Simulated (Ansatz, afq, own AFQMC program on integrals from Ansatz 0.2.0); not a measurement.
Integrals from Ansatz 0.2.0, then the random walk in our own AFQMC program (afq).

```yaml
crystal:
  periodic: [false, false, false]
  atoms:
    - {symbol: Sc, position_ang: [0.000000, 0.000000, 0.000000]}
basis:
  gaussian: {orbitals: def2-SVP}
magnetization: {spin_polarized: true, initial_magnetization: 1}
correlation: {method: ccsd_t, electrons: outside_noble_gas, hamiltonian_folder: ham}
```

```sh
$ ansatz run in.yaml --threads 1 --pin off --events-out ev --progress --plain --max-ram 1843MiB
```

Options of the walk:

```
--method free --trial cisd --walkers 140 --time-step 0.03 --max-blocks 80 --target-error 0.00021 --factor-cut 1e-05 --seed 8652 --times 0,0.3,0.6,1.2,1.8,2.4,3.6,4.8,6 --taylor-order 8
```

Times are imaginary, in 1/Eh. The walk had a cap of 507 s.

```
orbitals 22  electrons 2 1  factors 170 of 230
reference energy -759.62861599 Eh
CCSD correlation -0.03399640 Eh in 13 cycles, weight of the determinant in the CISD state 0.9209
repeat  energy at the last time / Eh  error
    10  -759.663472  0.000037
    20  -759.663514  0.000035
    30  -759.663499  0.000028
time / (1/Eh)  energy / Eh  error  mean overlap
  0.00  -759.662612  0.000000  1.0859
  0.30  -759.662853  0.000007  1.0875
  0.60  -759.663015  0.000009  1.0839
  1.20  -759.663201  0.000011  1.0865
  1.80  -759.663332  0.000015  1.0846
  2.40  -759.663384  0.000021  1.0842
  3.60  -759.663416  0.000017  1.0871
  4.80  -759.663437  0.000026  1.0889
  6.00  -759.663489  0.000028  1.0780
energy -759.663489 +/- 0.000028 Eh
```

Problem. Estimate how long the walk took on 1 thread of Arm Neoverse N1 (shared host).

Solution. 71 s of wall time.

The run passed its tests (error under three times the target), which doesn't prove that it has relaxed.

Against this walk (error 0.8 meV) on the same determinant: CCSD(T) 8.5 meV higher, full CI for this spin (own frozen core, lowest symmetry allowed) 22.1 meV higher. The error is statistical, and a free projection of finite length keeps a remainder of its start. None of these is a sure reference here.

Cautions: remainder of the start not in the error; no relativity below Rb; outer-core shells of the metal frozen.

A walk keeps the symmetry of its determinant, which the program's search chose and which needn't be the lowest solution, so a lower state of the same spin and another symmetry isn't excluded.
